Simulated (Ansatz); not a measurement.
`CC(F)CF`, relaxed with RKS PBE-D4/def2-SVP in Ansatz from a rough embedded geometry. The force threshold is 0.03 eV/Å; the program also tests the step.

Charge 0, multiplicity 1.

Start:

```xyz
11

C     1.092   -0.018    0.632
C     0.210   -0.044   -0.529
F     0.423   -1.262   -1.173
C    -1.254    0.049   -0.231
F    -1.495    1.320    0.290
H     0.971    0.956    1.166
H     0.853   -0.807    1.351
H     2.149   -0.163    0.370
H     0.531    0.738   -1.255
H    -1.883   -0.026   -1.101
H    -1.596   -0.744    0.479
```

```tsv
step	energy (eV)	largest force (eV/Å)	largest move (Å)
1	-8626.3220	2.072	0.000
2	-8626.4666	0.799	0.055
3	-8626.4860	0.173	0.023
4	-8626.4872	0.073	0.007
5	-8626.4875	0.008	0.008
```

End:

```xyz
11

C     1.112   -0.009    0.667
C     0.220   -0.075   -0.556
F     0.363   -1.311   -1.192
C    -1.265    0.076   -0.232
F    -1.494    1.313    0.349
H     0.960    0.958    1.185
H     0.862   -0.829    1.371
H     2.179   -0.099    0.383
H     0.508    0.718   -1.286
H    -1.866   -0.014   -1.163
H    -1.579   -0.727    0.473
```

It took 2.5 s on 4 threads of an AMD EPYC 9R45 on a shared host, with 0.15 GiB of host memory at the peak.
